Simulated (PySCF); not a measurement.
All values below come from B3LYP-D3(BJ)/def2-TZVP in PySCF. Gas-phase values, no solvent. B3LYP has the VWN-RPA correlation part, as in Gaussian. 

Reference species (SMILES): `[F][Ge]([F])[F]` (neutral, multiplicity 2).

```
Item            Value
-------------  ------
dipole moment  2.18 D
```

Changed species: `[F]` (radical fragment; the reference has radical fragment).

Question: Give the shifts of the dipole moment.

Answer: the dipole moment falls by 2.18 D, to 0.00 D.
